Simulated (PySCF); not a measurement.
Species: C₄H₄S₂ (charge +1 and doublet state).
Numbering: `[SH+:1][c:2]1[cH:3][cH:4][cH:5][s:6]1` (hydrogens: H7 on S1; H8 on C3; H9 on C4; H10 on C5)

Cartesian coordinates in Å at the GFN2-xTB level; atoms count from 1:
```xyz
10
C4H4S2 angstrom
S      2.6508   -0.1005   -0.1317
C      0.9537    0.0528   -0.0403
C      0.0492   -1.0124   -0.1033
C     -1.2643   -0.5905   -0.0027
C     -1.3796    0.7903    0.1376
S      0.1052    1.5921    0.1488
H      2.9460    1.2084   -0.0174
H      0.3599   -2.0358   -0.2179
H     -2.1168   -1.2463   -0.0279
H     -2.2951    1.3466    0.2324
```

The hyperfine couplings belong to this conformer and change with its torsions.

Theory: UKS B3LYP, pcH-1 on C H S, non-relativistic, mean-field spin-orbit, GIAO in PySCF 2.14.0. The structure is a single GFN2-xTB conformer in the gas phase; no vibrational or solvent corrections. The geometry wasn't refined by DFT: couplings that depend on bond lengths, twists or pyramidal angles can differ widely from those at the functional's own minimum, by a factor of two or more for some ions and for spin on atoms past the first row. The SCF solution wasn't tested for stability.

The Mulliken spin populations are largest on S1 (+0.37), C5 (+0.37), C2 (+0.21) and C3 (+0.11). Three atoms exceed +0.15.

(1) Test a(H) = Q·ρ(C) for the protons on planar carbons with a spin population beyond ±0.08.

Answers

(1) 
| H | C | ρ(C) | a(H) (G) | a/ρ (G) |
| --- | --- | --- | --- | --- |
| H8 | C3 | +0.113 | -3.45 | -30.6 |
| H10 | C5 | +0.369 | -9.50 | -25.8 |

A least-squares line through the origin gives Q = -26.2 G with Mulliken populations. In McConnell's picture π spin on carbon polarises the C–H bond and leaves opposite spin at the proton, which makes Q negative, as found here.

Couplings in gauss use g_iso = 2.0054.
